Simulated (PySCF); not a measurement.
Compound: CFCl3.
Z-matrix (Å and degrees, GFN2-xTB geometry), rows numbered from 1:
```
F 
C   1  1.3373
Cl  2  1.7710  1  108.58
Cl  2  1.7710  1  108.55  3   120.02
Cl  2  1.7708  1  108.52  3  -120.01
```

The closed-shell ground state was solved at several levels (PySCF, density fitting, gas phase, non-relativistic).

```
          level  basis functions  total energy (Eh)  HOMO (eV)  LUMO (eV)  gap (eV)  dipole (D)
     HF/cc-pVDZ               82         -1515.7846     -12.60       3.07     15.67        0.52
    KT3/cc-pVDZ               82         -1529.5672      -7.71      -2.30      5.41        0.20
  B3LYP/cc-pVDZ               82         -1518.5814      -8.71      -1.28      7.43        0.28
    KT2/cc-pVDZ               82         -1530.6981      -7.66      -2.32      5.34        0.21
X3LYP/def2-TZVP              173         -1518.4785      -8.90      -1.43      7.47        0.40
   OPBE/cc-pVDZ               82         -1518.4189      -7.68      -2.15      5.53        0.15
  B97-D/cc-pVDZ               82         -1518.5398      -7.55      -2.08      5.47        0.20
    LDA/cc-pVDZ               82         -1513.1377      -7.63      -2.23      5.40        0.20
```

Problem. Estimate the row for PBE/cc-pVDZ, a basis of 82 functions; the other rows only guide the guess.

Solution. Total energy -1517.8494 Eh, HOMO -7.53 eV, LUMO -2.09 eV, gap 5.44 eV, dipole 0.16 D.

Problem. Over all these levels, which gives the widest orbital gap and which the narrowest?

Solution. HF/cc-pVDZ (Hartree–Fock, all exact exchange) has the widest, 15.67 eV, and KT2/cc-pVDZ (GGA) the narrowest, 5.34 eV. The two share the basis. From the narrowest to the widest the HOMO moves by -4.94 eV and the LUMO by +5.39 eV.

Problem. In the cc-pVDZ basis, how does the gap go with the fixed share of exact exchange?

Solution. KT2 (0 %) 5.34 eV; LDA (0 %) 5.40 eV; KT3 (0 %) 5.41 eV; PBE (0 %) 5.44 eV; B97-D (0 %) 5.47 eV; OPBE (0 %) 5.53 eV; B3LYP (20 %) 7.43 eV; HF (100 %) 15.67 eV. Each rise in the share widens the gap here.

Problem. How far do the dipole and the HOMO energy spread over the levels?

Solution. The dipole runs from 0.15 to 0.52 D (mean 0.26 D) and the HOMO from -12.60 to -7.53 eV.

Note: B97-D ran without an empirical dispersion term, which enters the total energy and its gradient alone.
